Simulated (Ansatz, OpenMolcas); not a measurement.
MgCl2 (SMILES [Cl][Mg][Cl]): from total energies to a heat of formation

MgCl2 has 3 atoms, charge 0, and is taken as a singlet. SMILES: `[Cl][Mg][Cl]`. The shape is that of a PBE0-D4/def2-TZVP optimisation.

| atom | x (Å) | y (Å) | z (Å) |
| --- | --- | --- | --- |
| Cl | 0.4642 | 2.0428 | 0.4692 |
| Mg | -0.0051 | -0.0212 | -0.0047 |
| Cl | -0.4701 | -2.0864 | -0.4776 |

Total energies at HF/3-21G (OpenMolcas 26.06); the atoms run unrestricted:

```
species    state   energy (Eh)
  MgCl2  singlet  -1113.240269
     Cl  doublet   -457.276552
     Mg  singlet   -198.468103
```

Harmonic wavenumbers at PBE0-D4/def2-TZVP, in cm⁻¹: 110, 110, 323, 621.

Measured heats of formation of the gaseous atoms at 298.15 K, in kJ/mol: Cl 121.3, Mg 147.1. Spin-orbit lowering of the atoms at 298 K (mean of the ground term's levels less their thermal mean, from spectra), in kJ/mol: Cl 3.44. Take 1 Eh = 2625.50 kJ/mol, 1 cm⁻¹ = 0.0119627 kJ/mol, RT = 2.479 kJ/mol.

What heat of formation follows?


1. Electronic atomisation energy: 2 × (-457.276552) + (-198.468103) − (-1113.240269) = 0.219062 Eh = 575.1 kJ/mol.
2. Zero-point energy: half the sum of the wavenumbers, 582 cm⁻¹ = 7.0 kJ/mol.
3. Thermal vibrational enthalpy, Σ hcν̃/(exp(hcν̃/kT) − 1): 5.2 kJ/mol. Translation, rotation and pV of a linear molecule: 3.5 RT = 8.7 kJ/mol.
4. The 3 free atoms carry 5/2 RT each: 18.6 kJ/mol.
5. Spin-orbit coupling lowers the free atoms by 2 × 3.44 = 6.9 kJ/mol.
6. Atomisation enthalpy at 298 K: 575.1 − 6.9 − 7.0 − 5.2 − 8.7 + 18.6 = 565.9 kJ/mol.
7. Sum of the atoms' heats of formation: 389.7 kJ/mol. Heat of formation: 389.7 − 565.9 = -176.2 kJ/mol.

No measured value is set beside it here. Hartree–Fock leaves out correlation, which is larger in the molecule than in the atoms, so it underbinds and puts the heat of formation too high. Anharmonicity and any spin-orbit splitting of the molecule are left out.
